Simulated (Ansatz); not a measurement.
Elements on the sites of an ideal fluorite lattice, at a guessed lattice constant:

```
O Al Hf Ta
1.0
    -5.12557    5.12557    0.00000
    -5.12557    0.00000    5.12557
     0.00000    5.12557    5.12557
O Al Hf Ta
16 1 6 1
Direct
  0.87500 0.87500 0.37500
  0.37500 0.87500 0.37500
  0.87500 0.37500 0.37500
  0.87500 0.87500 0.87500
  0.37500 0.37500 0.37500
  0.37500 0.87500 0.87500
  0.87500 0.37500 0.87500
  0.37500 0.37500 0.87500
  0.62500 0.62500 0.12500
  0.12500 0.62500 0.12500
  0.62500 0.12500 0.12500
  0.62500 0.62500 0.62500
  0.12500 0.12500 0.12500
  0.12500 0.62500 0.62500
  0.62500 0.12500 0.62500
  0.12500 0.12500 0.62500
  0.50000 0.50000 0.50000
  0.50000 0.00000 0.00000
  0.00000 0.50000 0.00000
  0.00000 0.00000 0.50000
  0.50000 0.50000 0.00000
  0.50000 0.00000 0.50000
  0.00000 0.50000 0.50000
  0.00000 0.00000 0.00000
```

Cell and atoms were relaxed without symmetry on coarser meshes and computed once more. All numbers below come from Ansatz, DFT PBE, scalar-relativistic, plane waves, PAW.

Settings: cutoff 420 eV, Γ-centred mesh 4×4×4 on the computed 24-atom cell, Gaussian smearing of 0.02 eV; no spin polarisation.

The relaxation ran on 2×2×2 (shifted) and then 3×3×3 k points with a smearing of 0.1 eV, from sites shaken by 0.02 Å.

Problem. What does the relaxation give?

Solution. A volume of 10.99 Å³/atom and a gap on the mesh of 3.59 eV. It lies 3.25 eV/atom below the elements' standard states (static lattices, no corrections for gases). The atoms leave their sites by 0.29 Å (root mean square) and 0.44 Å at most, and the cell stretches by up to 0.0 % at fixed volume.

```yaml
crystal:
  lattice:
    - [-5.08950, 5.08950, -0.00172]
    - [-5.08950, -0.00173, 5.08941]
    - [0.00161, 5.08938, 5.08929]
  atoms:
    - { symbol: O, position: [0.85726, 0.85752, 0.42721] }
    - { symbol: O, position: [0.34944, 0.94979, 0.35057] }
    - { symbol: O, position: [0.94951, 0.34972, 0.35059] }
    - { symbol: O, position: [0.85732, 0.85762, 0.85848] }
    - { symbol: O, position: [0.34948, 0.34979, 0.35066] }
    - { symbol: O, position: [0.42605, 0.85754, 0.85840] }
    - { symbol: O, position: [0.85727, 0.42632, 0.85838] }
    - { symbol: O, position: [0.34943, 0.34969, 0.95068] }
    - { symbol: O, position: [0.60456, 0.60481, 0.18545] }
    - { symbol: O, position: [0.10685, 0.67781, 0.10798] }
    - { symbol: O, position: [0.67753, 0.10716, 0.10801] }
    - { symbol: O, position: [0.60449, 0.60480, 0.60566] }
    - { symbol: O, position: [0.10671, 0.10705, 0.10789] }
    - { symbol: O, position: [0.18434, 0.60482, 0.60571] }
    - { symbol: O, position: [0.60453, 0.18464, 0.60568] }
    - { symbol: O, position: [0.10685, 0.10711, 0.67868] }
    - { symbol: Al, position: [0.49945, 0.49976, 0.50055] }
    - { symbol: Hf, position: [0.49985, 0.99939, 0.00021] }
    - { symbol: Hf, position: [0.99912, 0.50013, 0.00022] }
    - { symbol: Hf, position: [0.99910, 0.99941, 0.50098] }
    - { symbol: Hf, position: [0.49990, 0.50017, 0.00023] }
    - { symbol: Hf, position: [0.49988, 0.99941, 0.50103] }
    - { symbol: Hf, position: [0.99910, 0.50018, 0.50104] }
    - { symbol: Ta, position: [0.99940, 0.99968, 0.00057] }
```

Spin-orbit coupling is left out, which matters for the bands of heavy elements.

Cost: 2 runs of about 4.9 core-minutes in all (earlier runs that led there not counted), on Intel Xeon 6975P-C (Granite Rapids) (shared hosts).